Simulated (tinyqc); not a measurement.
Inside a calculation (part 2 of 3). Method: ROHF in the sto-3g basis, for NH3+, spin multiplicity 2. Computed by tinyqc, a small Python program that keeps every step (integrals from PySCF). Command: `OMP_NUM_THREADS=1 python tinyqc.py 29069 29070 out.jsonl` (the two numbers bound the seeds that draw the settings). One thread of a shared host (Intel(R) Xeon(R) Processor @ 2.60GHz), about 0.08 s of CPU time with the checks.

Geometry (angstrom):
```
atom          x          y         z
N      0.000000   0.000000  0.208000
H      1.253000   0.000000  0.000000
H     -0.626000   1.085000  0.000000
H     -0.626000  -1.085000  0.000000
```

## Iteration 1: building the Fock matrix

D(alpha) at the start, order 1N 1s, 1N 2s, 1N 2px, 1N 2py, 1N 2pz, 2H 1s, 3H 1s, 4H 1s:
```
[[1.065850, -0.292199, 0.000007, 0.000000, 0.007351, 0.030700, 0.030718, 0.030718],
 [-0.292199, 1.292193, -0.000048, 0.000000, -0.041771, -0.130822, -0.130902, -0.130902],
 [0.000007, -0.000048, 1.139440, 0.000000, 0.000011, -0.173288, 0.086646, 0.086646],
 [0.000000, 0.000000, 0.000000, 1.139628, 0.000000, 0.000000, -0.150186, 0.150186],
 [0.007351, -0.041771, 0.000011, 0.000000, 1.007222, 0.027179, 0.027202, 0.027202],
 [0.030700, -0.130822, -0.173288, 0.000000, 0.027179, 0.040125, 0.000601, 0.000601],
 [0.030718, -0.130902, 0.086646, -0.150186, 0.027202, 0.000601, 0.040167, 0.000582],
 [0.030718, -0.130902, 0.086646, 0.150186, 0.027202, 0.000601, 0.000582, 0.040167]]
```

D(beta) at the start, order 1N 1s, 1N 2s, 1N 2px, 1N 2py, 1N 2pz, 2H 1s, 3H 1s, 4H 1s:
```
[[1.064655, -0.287039, 0.000005, 0.000000, 0.041560, 0.030962, 0.030980, 0.030980],
 [-0.287039, 1.269917, -0.000041, 0.000000, -0.189447, -0.131954, -0.132034, -0.132034],
 [0.000005, -0.000041, 1.139440, 0.000000, 0.000054, -0.173287, 0.086647, 0.086647],
 [0.000000, 0.000000, 0.000000, 1.139628, 0.000000, 0.000000, -0.150186, 0.150186],
 [0.041560, -0.189447, 0.000054, 0.000000, 0.028263, 0.019676, 0.019699, 0.019699],
 [0.030962, -0.131954, -0.173287, 0.000000, 0.019676, 0.040067, 0.000544, 0.000544],
 [0.030980, -0.132034, 0.086647, -0.150186, 0.019699, 0.000544, 0.040109, 0.000525],
 [0.030980, -0.132034, 0.086647, 0.150186, 0.019699, 0.000544, 0.000525, 0.040109]]
```

core Hamiltonian H = T + V (hartree), order 1N 1s, 1N 2s, 1N 2px, 1N 2py, 1N 2pz, 2H 1s, 3H 1s, 4H 1s:
```
[[-25.445325, -5.855187, 0.000000, 0.000000, 0.004943, -0.801225, -0.801883, -0.801883],
 [-5.855187, -7.501038, -0.000001, 0.000000, 0.061119, -2.131857, -2.133120, -2.133120],
 [0.000000, -0.000001, -6.188421, 0.000000, -0.000006, -1.758649, 0.879281, 0.879281],
 [0.000000, 0.000000, 0.000000, -6.188550, 0.000000, 0.000000, -1.524016, 1.524016],
 [0.004943, 0.061119, -0.000006, 0.000000, -6.081140, 0.303633, 0.303861, 0.303861],
 [-0.801225, -2.131857, -1.758649, 0.000000, 0.303633, -3.839979, -0.480643, -0.480643],
 [-0.801883, -2.133120, 0.879281, -1.524016, 0.303861, -0.480643, -3.840720, -0.480545],
 [-0.801883, -2.133120, 0.879281, 1.524016, 0.303861, -0.480643, -0.480545, -3.840720]]
```

nuclear repulsion = 9.48243983 hartree

Given earlier and not repeated: Two-electron integrals (ij|kl) in chemists' order.

J_ij = sum D_kl (ij|kl) with D = D(alpha) + D(beta), K_ij = sum D_kl (ik|jl) for each spin; F = H + J - K(s); E = tr D H + tr D J / 2 - 0.5 sum_s tr D(s) K(s) + E_nn.

Coulomb J (hartree), order 1N 1s, 1N 2s, 1N 2px, 1N 2py, 1N 2pz, 2H 1s, 3H 1s, 4H 1s:
```
[[15.358204, 2.873914, 0.000000, 0.000000, -0.009513, 0.391290, 0.391612, 0.391612],
 [2.873914, 6.997570, 0.000007, 0.000000, -0.044138, 1.909446, 1.910608, 1.910608],
 [0.000000, 0.000007, 7.015696, 0.000000, 0.000003, 1.663140, -0.831566, -0.831566],
 [0.000000, 0.000000, 0.000000, 7.015685, 0.000000, 0.000000, 1.441293, -1.441293],
 [-0.009513, -0.044138, 0.000003, 0.000000, 6.941290, -0.282704, -0.282929, -0.282929],
 [0.391290, 1.909446, 1.663140, 0.000000, -0.282704, 3.637426, 0.415857, 0.415857],
 [0.391612, 1.910608, -0.831566, 1.441293, -0.282929, 0.415857, 3.638276, 0.415776],
 [0.391612, 1.910608, -0.831566, -1.441293, -0.282929, 0.415857, 0.415776, 3.638276]]
```

exchange K(alpha) (hartree), order 1N 1s, 1N 2s, 1N 2px, 1N 2py, 1N 2pz, 2H 1s, 3H 1s, 4H 1s:
```
[[4.290204, 0.745233, 0.000000, 0.000000, -0.000203, 0.107735, 0.107822, 0.107822],
 [0.745233, 1.248178, 0.000003, 0.000000, -0.000265, 0.290028, 0.290214, 0.290214],
 [0.000000, 0.000003, 1.028456, 0.000000, -0.000001, 0.187466, -0.093734, -0.093734],
 [0.000000, 0.000000, 0.000000, 1.028448, 0.000000, 0.000000, 0.162463, -0.162463],
 [-0.000203, -0.000265, -0.000001, 0.000000, 1.031473, -0.030914, -0.030940, -0.030940],
 [0.107735, 0.290028, 0.187466, 0.000000, -0.030914, 0.118056, 0.053442, 0.053442],
 [0.107822, 0.290214, -0.093734, 0.162463, -0.030940, 0.053442, 0.118190, 0.053451],
 [0.107822, 0.290214, -0.093734, -0.162463, -0.030940, 0.053442, 0.053451, 0.118190]]
```

exchange K(beta) (hartree), order 1N 1s, 1N 2s, 1N 2px, 1N 2py, 1N 2pz, 2H 1s, 3H 1s, 4H 1s:
```
[[4.268736, 0.713318, 0.000000, 0.000000, -0.004619, 0.102535, 0.102619, 0.102619],
 [0.713318, 1.080350, 0.000008, 0.000000, -0.124315, 0.258468, 0.258632, 0.258632],
 [0.000000, 0.000008, 0.984801, 0.000000, 0.000030, 0.180375, -0.090188, -0.090188],
 [0.000000, 0.000000, 0.000000, 0.984793, 0.000000, 0.000000, 0.156317, -0.156317],
 [-0.004619, -0.124315, 0.000030, 0.000000, 0.282704, -0.037174, -0.037207, -0.037207],
 [0.102535, 0.258468, 0.180375, 0.000000, -0.037174, 0.108965, 0.047292, 0.047292],
 [0.102619, 0.258632, -0.090188, 0.156317, -0.037207, 0.047292, 0.109088, 0.047298],
 [0.102619, 0.258632, -0.090188, -0.156317, -0.037207, 0.047292, 0.047298, 0.109088]]
```

F(alpha) (hartree), order 1N 1s, 1N 2s, 1N 2px, 1N 2py, 1N 2pz, 2H 1s, 3H 1s, 4H 1s:
```
[[-14.377326, -3.726506, 0.000001, 0.000000, -0.004367, -0.517671, -0.518093, -0.518093],
 [-3.726506, -1.751645, 0.000003, 0.000000, 0.017247, -0.512439, -0.512726, -0.512726],
 [0.000001, 0.000003, -0.201181, 0.000000, -0.000002, -0.282975, 0.141450, 0.141450],
 [0.000000, 0.000000, 0.000000, -0.201313, 0.000000, 0.000000, -0.245187, 0.245187],
 [-0.004367, 0.017247, -0.000002, 0.000000, -0.171324, 0.051843, 0.051872, 0.051872],
 [-0.517671, -0.512439, -0.282975, 0.000000, 0.051843, -0.320608, -0.118228, -0.118228],
 [-0.518093, -0.512726, 0.141450, -0.245187, 0.051872, -0.118228, -0.320634, -0.118221],
 [-0.518093, -0.512726, 0.141450, 0.245187, 0.051872, -0.118228, -0.118221, -0.320634]]
```

F(beta) (hartree), order 1N 1s, 1N 2s, 1N 2px, 1N 2py, 1N 2pz, 2H 1s, 3H 1s, 4H 1s:
```
[[-14.355857, -3.694591, 0.000000, 0.000000, 0.000049, -0.512471, -0.512890, -0.512890],
 [-3.694591, -1.583817, -0.000003, 0.000000, 0.141297, -0.480879, -0.481145, -0.481145],
 [0.000000, -0.000003, -0.157526, 0.000000, -0.000033, -0.275884, 0.137903, 0.137903],
 [0.000000, 0.000000, 0.000000, -0.157657, 0.000000, 0.000000, -0.239041, 0.239041],
 [0.000049, 0.141297, -0.000033, 0.000000, 0.577446, 0.058103, 0.058139, 0.058139],
 [-0.512471, -0.480879, -0.275884, 0.000000, 0.058103, -0.311518, -0.112078, -0.112078],
 [-0.512890, -0.481145, 0.137903, -0.239041, 0.058139, -0.112078, -0.311532, -0.112068],
 [-0.512890, -0.481145, 0.137903, 0.239041, 0.058139, -0.112078, -0.112068, -0.311532]]
```

total energy of this density = -53.41538080 hartree

## Iteration 1: Roothaan effective Fock matrix

overlap S, order 1N 1s, 1N 2s, 1N 2px, 1N 2py, 1N 2pz, 2H 1s, 3H 1s, 4H 1s:
```
[[1.000000, 0.235038, 0.000000, 0.000000, 0.000000, 0.031882, 0.031908, 0.031908],
 [0.235038, 1.000000, 0.000000, 0.000000, 0.000000, 0.348044, 0.348226, 0.348226],
 [0.000000, 0.000000, 1.000000, 0.000000, 0.000000, 0.337458, -0.168710, -0.168710],
 [0.000000, 0.000000, 0.000000, 1.000000, 0.000000, 0.000000, 0.292413, -0.292413],
 [0.000000, 0.000000, 0.000000, 0.000000, 1.000000, -0.056019, -0.056057, -0.056057],
 [0.031882, 0.348044, 0.337458, 0.000000, -0.056019, 1.000000, 0.089639, 0.089639],
 [0.031908, 0.348226, -0.168710, 0.292413, -0.056057, 0.089639, 1.000000, 0.089602],
 [0.031908, 0.348226, -0.168710, -0.292413, -0.056057, 0.089639, 0.089602, 1.000000]]
```

With projectors Pc = D(beta) S, Po = (D(alpha) - D(beta)) S, Pv = 1 - D(alpha) S, the block xy is Px^T F Py; with Fc = (F(alpha) + F(beta))/2, the blocks are Fc for cc, oo, vv and cv, F(beta) for co and F(alpha) for ov.

effective F (hartree), order 1N 1s, 1N 2s, 1N 2px, 1N 2py, 1N 2pz, 2H 1s, 3H 1s, 4H 1s:
```
[[-14.366582, -3.709966, 0.000000, 0.000000, 0.001568, -0.515048, -0.515469, -0.515469],
 [-3.709966, -1.662848, -0.000001, 0.000000, 0.095092, -0.495875, -0.496151, -0.496151],
 [0.000000, -0.000001, -0.179353, 0.000000, -0.000018, -0.279430, 0.139676, 0.139676],
 [0.000000, 0.000000, 0.000000, -0.179485, 0.000000, 0.000000, -0.242114, 0.242114],
 [0.001568, 0.095092, -0.000018, 0.000000, 0.198221, 0.059685, 0.059721, 0.059721],
 [-0.515048, -0.495875, -0.279430, 0.000000, 0.059685, -0.316021, -0.115112, -0.115112],
 [-0.515469, -0.496151, 0.139676, -0.242114, 0.059721, -0.115112, -0.316042, -0.115102],
 [-0.515469, -0.496151, 0.139676, 0.242114, 0.059721, -0.115112, -0.115102, -0.316042]]
```

## Iteration 1: diagonalisation and new density

X, order 1N 1s, 1N 2s, 1N 2px, 1N 2py, 1N 2pz, 2H 1s, 3H 1s, 4H 1s:
```
[[-0.383608, 0.000000, -0.000341, 0.737981, 0.583837, -0.000004, 0.000000, 0.190617],
 [1.135564, 0.000000, 0.000736, -0.067284, 0.123118, 0.000010, 0.000000, 0.487788],
 [-0.000676, 0.000000, 0.909341, 0.000076, 0.000030, 0.635655, 0.000000, -0.000040],
 [0.000000, 0.909591, 0.000000, 0.000000, 0.000000, 0.000000, 0.635557, 0.000000],
 [-0.157070, 0.000000, -0.000074, -0.644470, 0.753014, 0.000010, 0.000000, -0.068999],
 [-0.526341, 0.000000, -0.827750, -0.163314, -0.127998, 0.465847, 0.000000, 0.310800],
 [-0.527530, -0.716621, 0.413287, -0.163322, -0.128014, -0.232795, 0.403349, 0.310924],
 [-0.527530, 0.716621, 0.413287, -0.163322, -0.128014, -0.232795, -0.403349, 0.310924]]
```

Diagonalise F' = X^T F X, C = X C', fill 5 alpha and 4 beta electrons from the bottom; D(s) = C_occ C_occ^T. Each column has its largest component positive (the first on a tie).

F' = X^T F X (hartree):
```
[[-0.324312, 0.000000, -0.000709, 1.593188, 1.290834, -0.000044, 0.000000, 0.471326],
 [0.000000, 0.276389, 0.000000, 0.000000, 0.000000, 0.000000, 0.055291, 0.000000],
 [-0.000709, 0.000000, 0.276027, 0.001785, 0.001473, 0.055370, 0.000000, 0.000652],
 [1.593188, 0.000000, 0.001785, -7.040319, -6.206783, 0.000078, 0.000000, -3.382772],
 [1.290834, 0.000000, 0.001473, -6.206783, -5.107613, 0.000056, 0.000000, -2.916534],
 [-0.000044, 0.000000, 0.055370, 0.000078, 0.000056, -0.386010, 0.000000, 0.000005],
 [0.000000, 0.055291, 0.000000, 0.000000, 0.000000, 0.000000, -0.386146, 0.000000],
 [0.471326, 0.000000, 0.000652, -3.382772, -2.916534, 0.000005, 0.000000, -2.413717]]
```

orbital energies (hartree): [-14.376171, -0.809111, -0.390728, -0.390609, 0.073775, 0.225546, 0.280627, 0.280971]

coefficients C, order 1N 1s, 1N 2s, 1N 2px, 1N 2py, 1N 2pz, 2H 1s, 3H 1s, 4H 1s:
```
[[0.992763, -0.230030, 0.000000, 0.000023, -0.171967, 0.030099, 0.000135, 0.000000],
 [0.031458, 0.820119, 0.000000, -0.000077, 0.911873, -0.205011, -0.000819, 0.000000],
 [-0.000001, 0.000010, 0.000000, 0.558204, 0.000601, -0.000776, 0.958836, 0.000000],
 [0.000000, 0.000000, 0.558255, 0.000000, 0.000000, 0.000000, 0.000000, 0.958978],
 [-0.001120, -0.083814, 0.000000, 0.000026, 0.212376, 0.979630, 0.000668, 0.000000],
 [-0.005262, 0.157848, 0.000000, 0.532763, -0.589551, 0.213450, -0.785467, 0.000000],
 [-0.005265, 0.157886, 0.461162, -0.266206, -0.589191, 0.212666, 0.393483, -0.680857],
 [-0.005265, 0.157886, -0.461162, -0.266206, -0.589191, 0.212666, 0.393483, 0.680857]]
```

D(alpha) after iteration 1, order 1N 1s, 1N 2s, 1N 2px, 1N 2py, 1N 2pz, 2H 1s, 3H 1s, 4H 1s:
```
[[1.068065, -0.314234, -0.000094, 0.000000, -0.018354, 0.059862, 0.059770, 0.059770],
 [-0.314234, 1.505097, 0.000514, 0.000000, 0.124887, -0.408348, -0.407927, -0.407927],
 [-0.000094, 0.000514, 0.311592, 0.000000, 0.000141, 0.297037, -0.148950, -0.148950],
 [0.000000, 0.000000, 0.000000, 0.311649, 0.000000, 0.000000, 0.257446, -0.257446],
 [-0.018354, 0.124887, 0.000141, 0.000000, 0.052130, -0.138417, -0.138364, -0.138364],
 [0.059862, -0.408348, 0.297037, 0.000000, -0.138417, 0.656350, 0.230483, 0.230483],
 [0.059770, -0.407927, -0.148950, 0.257446, -0.138364, 0.230483, 0.655638, 0.230298],
 [0.059770, -0.407927, -0.148950, -0.257446, -0.138364, 0.230483, 0.230298, 0.655638]]
```

D(beta) after iteration 1, order 1N 1s, 1N 2s, 1N 2px, 1N 2py, 1N 2pz, 2H 1s, 3H 1s, 4H 1s:
```
[[1.038492, -0.157421, 0.000010, 0.000000, 0.018168, -0.041521, -0.041551, -0.041551],
 [-0.157421, 0.673585, -0.000035, 0.000000, -0.068773, 0.129248, 0.129340, 0.129340],
 [0.000010, -0.000035, 0.311592, 0.000000, 0.000014, 0.297392, -0.148596, -0.148596],
 [0.000000, 0.000000, 0.000000, 0.311649, 0.000000, 0.000000, 0.257446, -0.257446],
 [0.018168, -0.068773, 0.000014, 0.000000, 0.007026, -0.013210, -0.013234, -0.013234],
 [-0.041521, 0.129248, 0.297392, 0.000000, -0.013210, 0.308780, -0.116875, -0.116875],
 [-0.041551, 0.129340, -0.148596, 0.257446, -0.013234, -0.116875, 0.308492, -0.116848],
 [-0.041551, 0.129340, -0.148596, -0.257446, -0.013234, -0.116875, -0.116848, 0.308492]]
```

## Iteration 2: building the Fock matrix

As before.

Coulomb J (hartree), order 1N 1s, 1N 2s, 1N 2px, 1N 2py, 1N 2pz, 2H 1s, 3H 1s, 4H 1s:
```
[[13.120409, 2.378197, 0.000020, 0.000000, -0.006581, 0.324183, 0.324448, 0.324448],
 [2.378197, 5.821009, 0.000150, 0.000000, -0.071167, 1.688287, 1.689198, 1.689198],
 [0.000020, 0.000150, 5.863616, 0.000000, 0.000011, 1.527553, -0.763657, -0.763657],
 [0.000000, 0.000000, 0.000000, 5.863685, 0.000000, 0.000000, 1.323661, -1.323661],
 [-0.006581, -0.071167, 0.000011, 0.000000, 5.714817, -0.266523, -0.266713, -0.266713],
 [0.324183, 1.688287, 1.527553, 0.000000, -0.266523, 3.711884, 0.380183, 0.380183],
 [0.324448, 1.689198, -0.763657, 1.323661, -0.266713, 0.380183, 3.711993, 0.380068],
 [0.324448, 1.689198, -0.763657, -1.323661, -0.266713, 0.380183, 0.380068, 3.711993]]
```

exchange K(alpha) (hartree), order 1N 1s, 1N 2s, 1N 2px, 1N 2py, 1N 2pz, 2H 1s, 3H 1s, 4H 1s:
```
[[4.239654, 0.669987, -0.000001, 0.000000, -0.001544, 0.096161, 0.096238, 0.096238],
 [0.669987, 0.983289, 0.000131, 0.000000, 0.004252, 0.323052, 0.323237, 0.323237],
 [-0.000001, 0.000131, 0.662749, 0.000000, 0.000122, 0.341886, -0.170956, -0.170956],
 [0.000000, 0.000000, 0.000000, 0.662924, 0.000000, 0.000000, 0.296216, -0.296216],
 [-0.001544, 0.004252, 0.000122, 0.000000, 0.297124, -0.078341, -0.078368, -0.078368],
 [0.096161, 0.323052, 0.341886, 0.000000, -0.078341, 0.654039, 0.087341, 0.087341],
 [0.096238, 0.323237, -0.170956, 0.296216, -0.078368, 0.087341, 0.653846, 0.087296],
 [0.096238, 0.323237, -0.170956, -0.296216, -0.078368, 0.087341, 0.087296, 0.653846]]
```

exchange K(beta) (hartree), order 1N 1s, 1N 2s, 1N 2px, 1N 2py, 1N 2pz, 2H 1s, 3H 1s, 4H 1s:
```
[[4.210066, 0.672296, 0.000001, 0.000000, -0.000646, 0.094192, 0.094267, 0.094267],
 [0.672296, 0.868181, -0.000032, 0.000000, -0.088951, 0.338247, 0.338413, 0.338413],
 [0.000001, -0.000032, 0.629916, 0.000000, 0.000016, 0.328635, -0.164266, -0.164266],
 [0.000000, 0.000000, 0.000000, 0.630090, 0.000000, 0.000000, 0.284697, -0.284697],
 [-0.000646, -0.088951, 0.000016, 0.000000, 0.193066, -0.047458, -0.047493, -0.047493],
 [0.094192, 0.338247, 0.328635, 0.000000, -0.047458, 0.503204, 0.053118, 0.053118],
 [0.094267, 0.338413, -0.164266, 0.284697, -0.047493, 0.053118, 0.503169, 0.053095],
 [0.094267, 0.338413, -0.164266, -0.284697, -0.047493, 0.053118, 0.053095, 0.503169]]
```

F(alpha) (hartree), order 1N 1s, 1N 2s, 1N 2px, 1N 2py, 1N 2pz, 2H 1s, 3H 1s, 4H 1s:
```
[[-16.564571, -4.146977, 0.000021, 0.000000, -0.000094, -0.573203, -0.573673, -0.573673],
 [-4.146977, -2.663318, 0.000018, 0.000000, -0.014300, -0.766622, -0.767159, -0.767159],
 [0.000021, 0.000018, -0.987553, 0.000000, -0.000117, -0.572982, 0.286580, 0.286580],
 [0.000000, 0.000000, 0.000000, -0.987789, 0.000000, 0.000000, -0.496571, 0.496571],
 [-0.000094, -0.014300, -0.000117, 0.000000, -0.663448, 0.115450, 0.115516, 0.115516],
 [-0.573203, -0.766622, -0.572982, 0.000000, 0.115450, -0.782134, -0.187801, -0.187801],
 [-0.573673, -0.767159, 0.286580, -0.496571, 0.115516, -0.187801, -0.782573, -0.187773],
 [-0.573673, -0.767159, 0.286580, 0.496571, 0.115516, -0.187801, -0.187773, -0.782573]]
```

F(beta) (hartree), order 1N 1s, 1N 2s, 1N 2px, 1N 2py, 1N 2pz, 2H 1s, 3H 1s, 4H 1s:
```
[[-16.534983, -4.149285, 0.000019, 0.000000, -0.000992, -0.571235, -0.571702, -0.571702],
 [-4.149285, -2.548210, 0.000180, 0.000000, 0.078904, -0.781817, -0.782335, -0.782335],
 [0.000019, 0.000180, -0.954721, 0.000000, -0.000011, -0.559731, 0.279890, 0.279890],
 [0.000000, 0.000000, 0.000000, -0.954955, 0.000000, 0.000000, -0.485052, 0.485052],
 [-0.000992, 0.078904, -0.000011, 0.000000, -0.559389, 0.084567, 0.084641, 0.084641],
 [-0.571235, -0.781817, -0.559731, 0.000000, 0.084567, -0.631299, -0.153578, -0.153578],
 [-0.571702, -0.782335, 0.279890, -0.485052, 0.084641, -0.153578, -0.631896, -0.153572],
 [-0.571702, -0.782335, 0.279890, 0.485052, 0.084641, -0.153578, -0.153572, -0.631896]]
```

total energy of this density = -54.58379197 hartree

## Iteration 2: Roothaan effective Fock matrix

As before.

effective F (hartree), order 1N 1s, 1N 2s, 1N 2px, 1N 2py, 1N 2pz, 2H 1s, 3H 1s, 4H 1s:
```
[[-16.549709, -4.149016, 0.000020, 0.000000, -0.001055, -0.571376, -0.571844, -0.571844],
 [-4.149016, -2.596064, 0.000101, 0.000000, 0.033823, -0.779664, -0.780196, -0.780196],
 [0.000020, 0.000101, -0.971137, 0.000000, -0.000080, -0.566342, 0.283249, 0.283249],
 [0.000000, 0.000000, 0.000000, -0.971372, 0.000000, 0.000000, -0.490811, 0.490811],
 [-0.001055, 0.033823, -0.000080, 0.000000, -0.622083, 0.109254, 0.109311, 0.109311],
 [-0.571376, -0.779664, -0.566342, 0.000000, 0.109254, -0.713015, -0.176974, -0.176974],
 [-0.571844, -0.780196, 0.283249, -0.490811, 0.109311, -0.176974, -0.713506, -0.176944],
 [-0.571844, -0.780196, 0.283249, 0.490811, 0.109311, -0.176974, -0.176944, -0.713506]]
```
